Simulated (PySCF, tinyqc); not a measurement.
RHF in the sto-6g basis, for H2O, spin multiplicity 1, step by step (part 2 of 2). The lowest restricted solution is unstable here: a spin-polarised one lies 0.0000 hartree lower (PySCF). Computed by tinyqc, a small Python program that keeps every step (integrals from PySCF). Command: `OMP_NUM_THREADS=1 python tinyqc.py 30911 30912 out.jsonl` (the two numbers bound the seeds that draw the settings). One thread of a shared host (Intel(R) Xeon(R) Processor @ 2.60GHz), about 0.1 s of CPU time with the checks.

Geometry (angstrom):
```
atom         x          y         z
O     0.000000   0.000000  0.000000
H     0.000000   1.024000  0.761000
H     0.000000  -0.983000  0.730000
```

## Populations, bond orders and dipole

D after iteration 9, lower triangle:
```
            1O 1s      1O 2s    1O 2px     1O 2py    1O 2pz      2H 1s     3H 1s
1O 1s    2.108037
1O 2s   -0.468862   2.063251
1O 2px   0.000000   0.000000  2.000000
1O 2py  -0.002052   0.015233  0.000000   0.750419
1O 2pz   0.087224  -0.488092  0.000000  -0.002730  1.082801
2H 1s   -0.005749  -0.065238  0.000000   0.563357  0.559720   0.731323
3H 1s   -0.006032  -0.076048  0.000000  -0.558877  0.550298  -0.117603  0.711933
```

overlap S, lower triangle:
```
           1O 1s     1O 2s    1O 2px     1O 2py    1O 2pz     2H 1s     3H 1s
1O 1s   1.000000
1O 2s   0.231145  1.000000
1O 2px  0.000000  0.000000  1.000000
1O 2py  0.000000  0.000000  0.000000   1.000000
1O 2pz  0.000000  0.000000  0.000000   0.000000  1.000000
2H 1s   0.026569  0.295098  0.000000   0.219568  0.163175  1.000000
3H 1s   0.029927  0.320503  0.000000  -0.234990  0.174509  0.118521  1.000000
```

Mulliken: Z minus the diagonal of D S on the atom; Loewdin: the same with S^(1/2) D S^(1/2); Mayer order: 2 sum_s sum (D(s) S)_ij (D(s) S)_ji over the two atoms.

Charges (e):
```
atom   Mulliken    Loewdin
1O    -0.186189  -0.142761
2H     0.086992   0.067251
3H     0.099197   0.075509
```

Mayer bond orders:
```
pair     order
2-1   0.984737
3-1   0.982465
3-2   0.007695
```

dipole moment about the origin, x y z (debye): 0.000000  -0.040187  1.352860
